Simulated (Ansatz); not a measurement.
# KBiCu2S3 (P-1, No. 2; cell taken from a computed entry)

Calculation: LDA in Ansatz (plane waves, PAW).

Numerical settings: plane-wave cutoff 520 eV, 6×4×4 k mesh (along the axes of the cell as run), Fermi–Dirac smearing 0.01 eV, no spin polarisation, scalar-relativistic PAW data made under PBE.

Cell (relaxed with PBEsol):

Space group P-1 (No. 2); a = 6.3932 Å, b = 9.1370 Å, c = 10.3765 Å, α = 89.92°, β = 89.27°, γ = 88.99°

| atom | site | symmetry | x | y | z |
|---|---|---|---|---|---|
| K | 2i | 1 | 0.2015 | 0.0662 | 0.1257 |
| K | 2i | 1 | 0.6961 | 0.0767 | 0.3644 |
| Cu | 2i | 1 | 0.4928 | 0.3705 | 0.1726 |
| Cu | 2i | 1 | 0.0203 | 0.7773 | 0.3677 |
| Cu | 2i | 1 | 0.0800 | 0.6634 | 0.0333 |
| Cu | 2i | 1 | 0.4186 | 0.3368 | 0.5428 |
| Bi | 2i | 1 | 0.5298 | 0.6813 | 0.1462 |
| Bi | 2i | 1 | 0.0334 | 0.4627 | 0.3471 |
| S | 2i | 1 | 0.1136 | 0.1885 | 0.8285 |
| S | 2i | 1 | 0.6367 | 0.1839 | 0.6563 |
| S | 2i | 1 | 0.6602 | 0.1991 | 0.0563 |
| S | 2i | 1 | 0.6250 | 0.4328 | 0.3632 |
| S | 2i | 1 | 0.1634 | 0.4296 | 0.1114 |
| S | 2i | 1 | 0.1569 | 0.2116 | 0.4451 |

```yaml
band_gap: 0.57 eV
```

Note: cell and atoms aren't relaxed at this level (largest force component 0.19 eV/Å, pressure -2.3 GPa).

Spin–orbit coupling is not included; with these elements it can move the gap by several tenths of an eV or more.

The computed numbers hold no vibrational or temperature effects.

Ansatz is an electronic-structure program.
